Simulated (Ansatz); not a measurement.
# Counterpoise correction, worked out

The pair of NH$_{4}$⁺ (SMILES [NH4+], atoms 1–5) and SiH$_{4}$O (SMILES [SiH3]O, atoms 6–11), both closed shells, in one local arrangement (a lower one may exist), relaxed at PBE0-D4/def2-TZVP:

N1  (0.079, 0.035, -1.954)
H2  (-0.177, -0.234, -0.940)
H3  (-0.746, 0.377, -2.447)
H4  (0.451, -0.774, -2.451)
H5  (0.787, 0.770, -1.949)
Si6  (0.166, 0.250, 1.885)
O7  (-0.494, -0.562, 0.542)
H8  (0.931, -0.716, 2.699)
H9  (1.042, 1.248, 1.231)
H10  (-0.930, 0.882, 2.647)
H11  (-1.109, -1.275, 0.737)
(Å)

Ansatz 0.2.0; basis: def2-TZVPPD; cores frozen in the correlated methods.

MP2 total energies in eV:

| system | geometry | basis functions | energy |
| --- | --- | --- | --- |
| pair | pair | all | -11521.76092 |
| NH$_{4}$⁺ | as in the pair | all (partner as ghosts) | -1545.40985 |
| SiH$_{4}$O | as in the pair | all (partner as ghosts) | -9975.38394 |
| NH$_{4}$⁺ | as in the pair | its own | -1545.40230 |
| SiH$_{4}$O | as in the pair | its own | -9975.35415 |
| NH$_{4}$⁺ | free (PBE0-D4 minimum) | its own | -1545.47113 |
| SiH$_{4}$O | free (PBE0-D4 minimum) | its own | -9975.40504 |

(1) Work out the interaction energy with and without the counterpoise correction, the superposition error, and the binding energy from the relaxed fragments.

No T1 diagnostic of these runs exceeds 0.012.

Results:

(1) Without correction: -11521.76092 − (-1545.40230) − (-9975.35415) = -1.00447 eV.
With correction (each fragment in the whole basis): -11521.76092 − (-1545.40985) − (-9975.38394) = -0.96713 eV = -22.30 kcal/mol.
The superposition error is the difference, 0.03734 eV, 4 % of the uncorrected value: each fragment borrows its partner's functions.
Deformation from the free shapes: 0.06883 eV for NH$_{4}$⁺ and 0.05089 eV for SiH$_{4}$O.
Binding energy from relaxed fragments: -0.96713 + 0.06883 + 0.05089 = -0.84741 eV = -19.54 kcal/mol (electronic, without zero-point energy; negative means bound). For comparison, the corrected interaction energy by CCSD(T) at an estimated basis limit (MP2 extrapolated from triple and quadruple zeta, plus CCSD(T) − MP2 in triple zeta) is -0.994 eV.

For scale, one of the runs: CCSD(T)/def2-TZVPPD, 261 basis functions, launched by `ansatz run in.yaml --threads 4 --pin off --events-out ev --progress --plain --max-ram 9574MiB`. Hardware: 4 CPU threads of an Arm Neoverse V1, shared host. Wall time 96 s; peak host memory 6.1 GiB.
